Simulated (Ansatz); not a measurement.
Ansatz (a first-principles code) input:
A basis named .json is the Basis Set Exchange file of that set.

Ansatz 0.2 input:
```yaml
crystal:
  periodic: [false, false, false]
  atoms:
    - {symbol: C, position_ang: [-0.09071946, 0.00000000, 0.00000000]}
    - {symbol: H, position_ang: [0.27215839, 0.00000000, -1.03552753]}
    - {symbol: H, position_ang: [0.27215839, 0.00000000, 1.03552753]}
basis:
  gaussian:
    orbitals: def2-QZVPP.json
total_charge: 1
magnetization: {spin_polarized: true, initial_magnetization: 1}
correlation: {method: ccsd_t, electrons: outside_noble_gas}
```

Problem. Predict the final energy.

Solution. -38.70682 Eh (CCSD(T)/def2-QZVPP). The basis has 117 functions.
